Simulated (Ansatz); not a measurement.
A made-up structure of C$_{2}$H$_{4}$B (charge -1), closed shell:

```tsv
atom	x (Å)	y (Å)	z (Å)
C1	-1.5267	-1.0401	-0.2752
B2	-0.4446	-0.3032	-0.0801
C3	0.8381	0.5712	0.1511
H4	-2.4020	-1.6375	-0.4329
H5	1.0506	1.2317	-0.6998
H6	0.7475	1.2182	1.0334
H7	0.2672	-1.1946	0.0658
```

It is relaxed with PBE-D4/def2-SVPD and then PBE0-D4/def2-TZVPD (Ansatz 0.2.0). Atoms count as bonded within 1.22 times the sum of their covalent radii (H–H: 0.88 Å). The end point is not checked to be a true minimum.

(1) Does its bonding change? (Judge from chemistry; the calculation decides.)

Results:

(1) The calculation gives: Yes. Formed: C1–H7; broken: B2–H7.

Where it ends: The first stage lowers the energy by 3.68 eV in 13 steps. It ends as C₂H₄B ([CH2][B][CH2]), total charge -1:
```json
{"atom": "C1", "x (Å)": "-1.0678", "y (Å)": "-1.2935", "z (Å)": "-0.1955"}
{"atom": "B2", "x (Å)": "-0.2099", "y (Å)": "-0.1649", "z (Å)": "-0.0340"}
{"atom": "C3", "x (Å)": "0.6478", "y (Å)": "0.9637", "z (Å)": "0.1276"}
{"atom": "H4", "x (Å)": "-2.1391", "y (Å)": "-1.2050", "z (Å)": "-0.3739"}
{"atom": "H5", "x (Å)": "1.1563", "y (Å)": "1.4480", "z (Å)": "-0.7056"}
{"atom": "H6", "x (Å)": "0.8541", "y (Å)": "1.4198", "z (Å)": "1.0955"}
{"atom": "H7", "x (Å)": "-0.7113", "y (Å)": "-2.3223", "z (Å)": "-0.1517"}
```

Labels in which every atom is bracketed show which atoms are joined, not bond orders.

For scale, one of the runs: PBE0-D4/def2-TZVPD relaxation, 147 basis functions, launched by `ansatz run in.yaml --threads 2 --pin off --events-out ev --progress --plain --max-ram 4352MiB`. Hardware: 2 CPU threads of an Arm Neoverse V1, shared host. Wall time about 12 s.
